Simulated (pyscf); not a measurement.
PySCF, gas phase, ωB97X-D3(BJ)/def2-SVP geometries.

Question: cyclic C₂H₃N (SMILES C1=NC1) + hydrogen (H₂) -> acetonitrile (H₃C–C≡N) + hydrogen (H₂)
Surface: singlet. Broken: C–N, C–H, H–H. Formed: C–H, H–H. Give ΔE‡ and ΔE from ωB97M-D3(BJ)/def2-TZVP, relative to the separated reactants.

Answer: ΔE‡ = 2.41 eV, ΔE = -2.05 eV. Zero-point energy shifts the barrier by -0.03 eV. It is a multi-bond step, with an imaginary mode of 1692i cm⁻¹. This is the saddle that the search found; another between the same sides may lie lower. A restricted solution here is unstable towards spin polarisation, so biradical character is likely and single-reference numbers are less safe.
